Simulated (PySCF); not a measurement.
Molecule: Nitrogen trifluoride, F₃N.

Structure with atom numbers: `[F:1][N:2]([F:3])[F:4]`.

Geometry PBE0-D3(BJ)/def2-SVP throughout; GIAO in PySCF 2.14.0 with density-fitted response routines, gas phase, one conformer, non-relativistic; equivalent atoms averaged; functional PBE0.

(1) How do the absolute shieldings σ depend on the basis set? (ppm; last column core-seconds on 1 thread of an Arm Neoverse V1, shared host)

(2) Which nucleus moves most, in ppm?

(3) Taking the largest basis, pcSseg-3 (288 functions), as the yardstick, rank the others by their worst heavy-atom deviation.

Answers

(1) 
```csv
basis set,functions,F1/F3/F4,N2,core-s
pcSseg-0,36,72.7,-162.9,1.4
cc-pVDZ,56,112.6,-104.5,2
aug-cc-pVDZ,92,85.8,-99.1,3
cc-pVTZ,120,88.1,-122.7,4.5
IGLO-III,140,62.3,-137.6,4.8
pcSseg-3,288,64.2,-139.1,25
```

(2) N2 (nitrogen bonded to 3 F): from -162.9 ppm with pcSseg-0 to -99.1 ppm with aug-cc-pVDZ. The smallest spread is 50.3 ppm, at F1/F3/F4.

(3) IGLO-III 1.9 ppm (140 functions), pcSseg-0 23.8 ppm (36 functions), cc-pVTZ 24.0 ppm (120 functions), aug-cc-pVDZ 40.0 ppm (92 functions), cc-pVDZ 48.4 ppm (56 functions).

A small basis that lands close on one nucleus may do so by chance; judge by the trend and by all nuclei.
